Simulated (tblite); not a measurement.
Compound: C5H5N.
Geometry (GFN2-xTB, Å), atoms numbered from 1 in this order:
```xyz
11
C5H5N angstrom
C      3.1884    0.2934   -0.0803
C      2.0719   -0.1522   -0.0533
C      0.7759   -0.6864   -0.0251
C     -0.3221    0.0519    0.1982
N     -1.5561   -0.5492    0.2089
C     -2.5959    0.1351    0.4176
H      4.1621    0.6829   -0.1017
H      0.6786   -1.7503   -0.1943
H     -0.2502    1.1287    0.3716
H     -3.5510   -0.3675    0.4182
H     -2.5962    1.2161    0.5990
```

Method: GFN2-xTB as coded in tblite; computed harmonic values from a numerical Hessian at the method's own geometry, unscaled. This tight-binding method is rough: wavenumbers can miss measured ones by several per cent, in bad cases by 10 to 20. One conformer, not necessarily the lowest.

Task: How many normal modes are there?

Result: 11 atoms, non-linear: 3N − 6 = 27.

Task: What is the point group of the computed structure, and how do the modes divide by symmetry?

Result: Cs. The vibrations span 19 a′ + 8 a″.

Task: How many distinct wavenumbers does the calculation give?

Result: 27: Cs has no degenerate species.

Task: How many fundamentals are allowed in the infrared by symmetry?

Result: 27 of 27: in Cs every mode is allowed. All fundamentals are allowed in the Raman spectrum.

Task: Which of the modes above 1550 cm⁻¹ are stretches that can be named?

Result: C=C 1609; C=N 1689; C≡C 2242; =C–H 2871, 2922, 3066, 3085; ≡C–H 3397 cm⁻¹.

Task: Zero-point energy?

Result: ½Σν̃ = 17398 cm⁻¹ = 49.7 kcal/mol (27 modes); those above 1550 cm⁻¹ give 29.8 kcal/mol of it.

Task: Give the mode at 3065.7 cm⁻¹ as a wavelength, a frequency, a period and a quantum of energy.

Result: 3.262 μm, 91.91 THz, 10.9 fs, 380.1 meV or 36.67 kJ/mol.

Task: How are the modes spread over the spectrum?

Result: 3 under 200 cm⁻¹; 5 from 200 to 600 cm⁻¹; 5 from 600 to 1000 cm⁻¹; 6 from 1000 to 1550 cm⁻¹; 2 from 1550 to 2000 cm⁻¹; 1 from 2000 to 2600 cm⁻¹; 5 above 2600 cm⁻¹.
